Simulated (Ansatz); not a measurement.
C2H5FN2, SMILES `FC1NCN1`. Charge 0, multiplicity 1. The geometry is a stationary point of PBE0-D4/def2-TZVP.

```xyz
10

F     1.185    1.052   -1.024
C     0.341   -0.066   -0.923
N     0.611   -0.856    0.243
C    -0.502   -0.165    0.912
N    -0.958    0.268   -0.418
H     0.407   -0.549   -1.901
H     1.537   -0.740    0.632
H    -0.201    0.650    1.583
H    -1.197   -0.833    1.425
H    -1.223    1.237   -0.531
```

What is the dipole moment at ωB97M-V/def2-TZVPP? (Estimate.)

Computed: 1.38 D, with components (-0.08, 0.62, 1.23) D in this frame, pointing from negative to positive charge.

And with PBE, r2SCAN, B3LYP? (Best estimate.)

Computed: PBE 1.36 D, r2SCAN 1.37 D, B3LYP 1.37 D.

Give the Mulliken charges with ωB97M-V, r2SCAN, B3LYP in def2-TZVPP. (An estimate is asked.)

Ansatz gave: 
```csv
atom,ωB97M-V,r2SCAN,B3LYP
F1,-0.24,-0.25,-0.26
C2,0.21,0.32,0.25
N3,-0.23,-0.29,-0.27
C4,-0.07,0.10,0.00
N5,-0.23,-0.29,-0.27
H6,0.10,0.04,0.09
H7,0.11,0.14,0.13
H8,0.13,0.07,0.10
H9,0.10,0.03,0.09
H10,0.11,0.14,0.13
```

B3LYP here is the variant with VWN-RPA as its local correlation; programs differ in this.
